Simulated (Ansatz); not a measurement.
**Gd, hcp: geometry optimisation**

Level of theory: DFT, LDA (PW92), plane waves (420 eV) with PAW, scalar-relativistic (Ansatz). The PAW files were generated under PBE, with cores re-solved for the functional.

k-point mesh 10×10×6, Fermi-Dirac smearing 0.05 eV, starting moments 7.00, -7.00 μB. Cell and atoms relax.

Starting structure:

```yaml
crystal:
  lattice:
    - [3.6360007066, 0.0, 0.0]
    - [-1.8180003533, 3.1488689801, 0.0]
    - [0.0, 0.0, 5.7826]
  atoms:
    - { symbol: Gd, position: [0.3333333333, 0.6666666667, 0.25], spin: 7.0 }
    - { symbol: Gd, position: [0.6666666667, 0.3333333333, 0.75], spin: -7.0 }
hamiltonian:
  xc: lda
  pseudopotentials:
    kind: paw
    azcp:
      Gd: "pseudopotentials/Gd.paw.azcp"
basis:
  ecutwfc: 420
  fft_grid_basis: typed
kpoints:
  mp_grid: { grid: [10, 10, 6], shift: [0, 0, 0] }
magnetization:
  spin_polarized: true
scf:
  occupations: { method: fermi_dirac, width: 0.05 }
relax:
  max_steps: 60
  f_tol: 0.01
  cell: {}
```

What cell does the relaxation end in?

P6_3/mmc (spin ignored) with a = 3.481 Å, c = 5.514 Å (c/a = 1.584); 28.94 Å³ per atom against 33.10 at the start (-12.6 %).

How much energy does the relaxation gain?

63.5 meV per atom.

Which magnetic state does it end in?

antiferromagnetic, largest moment 7.15 μB in the atomic sphere; moments 7.15, -7.15 μB.

Open f shells have many self-consistent states, so the state found may not be the lowest.
